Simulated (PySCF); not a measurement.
O2S, charge +1, doublet, geometry from GFN2-xTB of the parent state (a state made from the parent by changing its charge; the spin is typed, not shown lowest); BLYP/cc-pVDZ (PySCF).

Here is a job for PySCF.
```python
from pyscf import gto, scf, dft

mol = gto.M(
    atom='''
O    -1.266836    0.436461   -0.024666
S    -0.018368   -0.373545    0.019250
O     1.303571    0.310630   -0.013833
''',
    basis='cc-pvdz',
    charge=1,
    spin=1,
    verbose=4,
)

mf = dft.UKS(mol)
mf.xc = 'blyp'
mf.kernel()
mf.analyze()
```

The log (banner, timings and long lists left out):

```
PySCF version 2.14.0

[INPUT] verbose = 4
[INPUT] num. atoms = 3
[INPUT] num. electrons = 31
[INPUT] charge = 1
[INPUT] spin (= nelec alpha-beta = 2S) = 1
[INPUT] symmetry False subgroup None
[INPUT] Mole.unit = angstrom
[INPUT] Symbol           X                Y                Z      unit          X                Y                Z       unit  Magmom
[INPUT]  1 O     -1.266836000000   0.436461000000  -0.024666000000 AA   -2.393973084740   0.824791754054  -0.046611984589 Bohr   0.0
[INPUT]  2 S     -0.018368000000  -0.373545000000   0.019250000000 AA   -0.034710489456  -0.705897745201   0.036377227898 Bohr   0.0
[INPUT]  3 O      1.303571000000   0.310630000000  -0.013833000000 AA    2.463392173925   0.587005626074  -0.026140581481 Bohr   0.0

nuclear repulsion = 104.148489164881
number of shells = 15
number of NR pGTOs = 93
number of NR cGTOs = 46
basis = cc-pvdz
ecp = {}

******** <class 'pyscf.dft.uks.UKS'> ********
method = UKS
initial guess = minao
damping factor = 0
level_shift factor = 0
DIIS = <class 'pyscf.scf.diis.CDIIS'>
diis_start_cycle = 1
diis_space = 8
diis_damp = 0
SCF conv_tol = 1e-09
SCF conv_tol_grad = None
SCF max_cycles = 50
direct_scf = True
direct_scf_tol = 1e-13
number electrons alpha = 16  beta = 15
XC library pyscf.dft.libxc version 7.1.2
    S. Lehtola, C. Steigemann, M. J. T. Oliveira, and M. A. L. Marques,  SoftwareX 7, 1–5 (2018)
XC functionals = blyp
    A. D. Becke,  Phys. Rev. A 38, 3098 (1988)
    C. Lee, W. Yang, and R. G. Parr,  Phys. Rev. B 37, 785 (1988)
    B. Miehlich, A. Savin, H. Stoll, and H. Preuss,  Chem. Phys. Lett. 157, 200 (1989)
radial grids:
    Treutler-Ahlrichs [JCP 102, 346 (1995); DOI:10.1063/1.469408] (M4) radial grids

becke partition: Becke, JCP 88, 2547 (1988); DOI:10.1063/1.454033
pruning grids: <function nwchem_prune>
grids dens level: 3
symmetrized grids: False
atomic radii adjust function: <function treutler_atomic_radii_adjust>
small_rho_cutoff = 0
Set gradient conv threshold to 3.16228e-05
tot grids = 47048
init E= -549.115031500918

cycle= 1 E= -547.842663408526  delta_E= 1.27  |g|= 0.821  |ddm|= 1.59
cycle= 2 E= -545.714429751276  delta_E= 2.13  |g|= 2.28  |ddm|= 2.16
cycle= 3 E= -548.148053713353  delta_E= -2.43  |g|= 0.213  |ddm|=  1.7
cycle= 4 E= -548.166903853872  delta_E= -0.0189  |g|= 0.0422  |ddm|= 0.121
cycle= 5 E= -548.1677422403  delta_E= -0.000838  |g|= 0.0145  |ddm|= 0.0378
cycle= 6 E= -548.166150402105  delta_E= 0.00159  |g|= 0.0627  |ddm|= 0.0625
cycle= 7 E= -548.167841901362  delta_E= -0.00169  |g|= 0.00252  |ddm|= 0.0537
cycle= 8 E= -548.16784485525  delta_E= -2.95e-06  |g|= 0.00036  |ddm|= 0.00207
cycle= 9 E= -548.16784500147  delta_E= -1.46e-07  |g|= 0.000125  |ddm|= 0.000723
cycle= 10 E= -548.167845014817  delta_E= -1.33e-08  |g|= 2.34e-05  |ddm|= 0.000183
cycle= 11 E= -548.167845015348  delta_E= -5.3e-10  |g|= 6.26e-06  |ddm|= 3.95e-05
Extra cycle  E= -548.1678450153  delta_E= 4.71e-11  |g|= 1.32e-05  |ddm|= 1.41e-05
converged SCF energy = -548.1678450153  <S^2> = 0.75371077  2S+1 = 2.0037073
**** SCF Summaries ****
Total Energy =                        -548.167845015300486
Nuclear Repulsion Energy =             104.148489164881227
One-electron Energy =                 -951.690088496592011
Two-electron Energy =                  299.373754316410270
Two-electron Coulomb Energy =          341.795271290131950
DFT Exchange-Correlation Energy =      -42.421516973721680
**** MO energy ****
                             alpha | beta                alpha | beta
MO #1   energy= -88.6648945966338  | -88.6639787759477  occ= 1 | 1
MO #2   energy= -19.2137039448105  | -19.2041335640148  occ= 1 | 1
MO #3   energy= -19.2136862144778  | -19.2041175770964  occ= 1 | 1
MO #4   energy= -8.1928358539175   | -8.19191160007891  occ= 1 | 1
MO #5   energy= -6.22292105644042  | -6.22275244564549  occ= 1 | 1
MO #6   energy= -6.22115378794417  | -6.22042375013475  occ= 1 | 1
MO #7   energy= -6.21942915560462  | -6.21688060865487  occ= 1 | 1
MO #8   energy= -1.37447272142739  | -1.35779174205993  occ= 1 | 1
MO #9   energy= -1.29435364147692  | -1.27223563773811  occ= 1 | 1
MO #10  energy= -0.914933186189064 | -0.893469950316387 occ= 1 | 1
MO #11  energy= -0.769303545260948 | -0.741855304069775 occ= 1 | 1
MO #12  energy= -0.749341593929341 | -0.741482521705297 occ= 1 | 1
MO #13  energy= -0.748731061272639 | -0.735205381717201 occ= 1 | 1
MO #14  energy= -0.644936717949998 | -0.634837798247029 occ= 1 | 1
MO #15  energy= -0.632186097403025 | -0.610762236200082 occ= 1 | 1
MO #16  energy= -0.629542356981092 | -0.581033863266486 occ= 1 | 0
MO #17  energy= -0.483738110500817 | -0.47202792407593  occ= 0 | 0
MO #18  energy= -0.308282636294511 | -0.297917387986047 occ= 0 | 0
MO #19  energy= -0.267959415602282 | -0.251104976164421 occ= 0 | 0
MO #20  energy= 0.0900574605389699 | 0.0964861349032407 occ= 0 | 0
MO #21  energy= 0.0975806644317449 | 0.101220176376839  occ= 0 | 0
MO #22  energy= 0.0980082654333784 | 0.104256505739995  occ= 0 | 0
MO #23  energy= 0.133552018539462  | 0.136311642983588  occ= 0 | 0
MO #24  energy= 0.176556129835537  | 0.191586142417996  occ= 0 | 0

To work with the spin densities directly, `use mulliken_meta_spin()` only printing them here.

 ** Mulliken spin pop alpha/beta on meta-lowdin orthogonal AOs **
 ** Mulliken Spin Density (per AO)  **
spin_pop of  0 O 1s       -0.00000
spin_pop of  0 O 2s        0.00007
spin_pop of  0 O 3s       -0.00028
spin_pop of  0 O 2px       0.00166
spin_pop of  0 O 2py       0.40192
spin_pop of  0 O 2pz       0.00540
spin_pop of  0 O 3px       0.00041
spin_pop of  0 O 3py       0.00073
spin_pop of  0 O 3pz       0.00017
spin_pop of  0 O 3dxy      0.00106
spin_pop of  0 O 3dyz     -0.00001
spin_pop of  0 O 3dz^2     0.00023
spin_pop of  0 O 3dxz     -0.00002
spin_pop of  0 O 3dx2-y2    0.00003
spin_pop of  1 S 1s        0.00000
spin_pop of  1 S 2s        0.00002
spin_pop of  1 S 3s        0.12141
spin_pop of  1 S 4s        0.00435
spin_pop of  1 S 2px      -0.00000
spin_pop of  1 S 2py       0.00001
spin_pop of  1 S 2pz      -0.00000
spin_pop of  1 S 3px      -0.03284
spin_pop of  1 S 3py       0.07469
spin_pop of  1 S 3pz      -0.00718
spin_pop of  1 S 4px      -0.00052
spin_pop of  1 S 4py       0.00408
spin_pop of  1 S 4pz       0.00016
spin_pop of  1 S 3dxy     -0.00113
spin_pop of  1 S 3dyz     -0.00082
spin_pop of  1 S 3dz^2     0.00211
spin_pop of  1 S 3dxz     -0.00087
spin_pop of  1 S 3dx2-y2    0.01381
spin_pop of  2 O 1s       -0.00000
spin_pop of  2 O 2s        0.00007
spin_pop of  2 O 3s       -0.00028
spin_pop of  2 O 2px       0.01073
spin_pop of  2 O 2py       0.39288
spin_pop of  2 O 2pz       0.00536
spin_pop of  2 O 3px       0.00043
spin_pop of  2 O 3py       0.00071
spin_pop of  2 O 3pz       0.00017
spin_pop of  2 O 3dxy      0.00118
spin_pop of  2 O 3dyz     -0.00001
spin_pop of  2 O 3dz^2     0.00023
spin_pop of  2 O 3dxz     -0.00002
spin_pop of  2 O 3dx2-y2   -0.00008
 ** Mulliken Spin Density (per atom)  **
spin density of  0 O =      0.41136
spin density of  1 S =      0.17729
spin density of  2 O =      0.41135
 ** Mulliken pop alpha/beta on meta-lowdin orthogonal AOs **
 ** Mulliken pop       alpha | beta **
In total            16.00000 | 15.00000
 ** Mulliken atomic charges   ( Nelec_alpha | Nelec_beta ) **
charge of  0O =     -0.22721  (     4.31929      3.90792 )
charge of  1S =      1.45443  (     7.36143      7.18414 )
charge of  2O =     -0.22723  (     4.31929      3.90794 )

WARN: System has nonzero charge 1; the dipole moment is origin-dependent.
Location of origin: [0. 0. 0.]

Dipole moment(X, Y, Z, Debye): -0.07774, -1.57879,  0.08136
```
